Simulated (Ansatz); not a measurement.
**Property card for SrIr2**

The calculation used DFT r2SCAN, scalar-relativistic, plane waves, PAW (Ansatz).

Cutoff 500 eV; k points 8×8×8 on the computed 6-atom cell (Γ-centred); Gaussian smearing, width 0.10 eV; no spin polarisation.

The structure is relaxed at this level of theory with its symmetry kept. Whether it is the stable form of this composition wasn't checked.

```
Sr Ir
1.0
     0.00000    3.84835    3.84835
     3.84835    0.00000    3.84835
     3.84835    3.84835    0.00000
Sr Ir
2 4
Direct
  0.00000 0.00000 0.00000
  0.25000 0.25000 0.25000
  0.62500 0.62500 0.62500
  0.12500 0.62500 0.62500
  0.62500 0.62500 0.12500
  0.62500 0.12500 0.62500
```

| Quantity | Value |
| --- | --- |
| Space group | Fd-3m (No. 227) |
| Volume per atom | 19.00 Å³ |
| Formation energy from the elements' standard states (uncorrected) | -0.324 eV/atom |
| Generalised Kohn–Sham band gap | none (metal) |
| Density of states at the Fermi level | 7.51 states/eV per cell |
| Löwdin character within 0.5 eV of the Fermi level | Ir 5d 91 %, unprojected 5 % |
| Bulk modulus | 161 GPa |
| Its pressure derivative | 4.8 |
| Bader charges (e) | Sr (2 in the cell) 1.33, Ir (4 in the cell) -0.67 |

Spin-orbit coupling is left out, which matters for the bands of heavy elements.

Cost: 6 runs of about 3.9 core-minutes in all, on Intel Xeon Platinum 8488C (Sapphire Rapids) (shared hosts).